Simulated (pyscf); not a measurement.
PySCF, gas phase, ωB97X-D3(BJ)/def2-SVP geometries.

Question: Estimate the classical barrier height and the reaction energy of Cl–Si(Cl)(Cl)–Cl + H₂O -> HCl + HO–Si(Cl)(Cl)–Cl at ωB97M-D3(BJ)/def2-TZVP. The step runs on the singlet surface, breaks Cl–Si, H–O and forms Cl–H, O–Si; take the separated reactants as zero.

Answer: ΔE‡ = 90.7 kJ/mol, ΔE = -19.6 kJ/mol. Zero-point energy shifts the barrier by -2.8 kJ/mol. It is a four-centre exchange, with an imaginary mode of 687i cm⁻¹. One saddle was located; it need not be the lowest between these sides.
